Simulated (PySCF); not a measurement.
# Charge-transfer reorganisation: `c1nnco1`, C2H2N2O

Geometry:
| atom | x (Å) | y (Å) | z (Å) |
| --- | --- | --- | --- |
| C1 | -0.918 | 0.077 | 0.131 |
| N2 | -0.518 | -1.096 | 0.466 |
| N3 | 0.857 | -1.085 | 0.339 |
| C4 | 1.170 | 0.094 | -0.061 |
| O5 | 0.096 | 0.891 | -0.217 |
| H6 | -1.933 | 0.465 | 0.098 |
| H7 | 2.155 | 0.500 | -0.277 |

Theory: UKS CAM-B3LYP/def2-SVP four-point reorganisation energy, gas phase (PySCF). Geometry: CAM-B3LYP/def2-SVP.

(1) What is the inner reorganisation energy for hole transfer, with the ionisation energy?

Results:

(1) λ = 0.497 (surface of the oxidised species) + 0.458 (surface of the starting species) = 0.955 eV. The ionisation energy is 10.78 eV vertical and 10.28 eV adiabatic without zero-point energy; at the relaxed geometry of the oxidised species the two energies differ by 9.83 eV. Largest bond changes: N2–N3 1.382 → 1.249 Å, C1–N2 1.284 → 1.300 Å, N3–C4 1.284 → 1.300 Å, C4–O5 1.346 → 1.337 Å, O5–C1 1.346 → 1.337 Å. ⟨S²⟩ of the relaxed oxidised species 0.757.
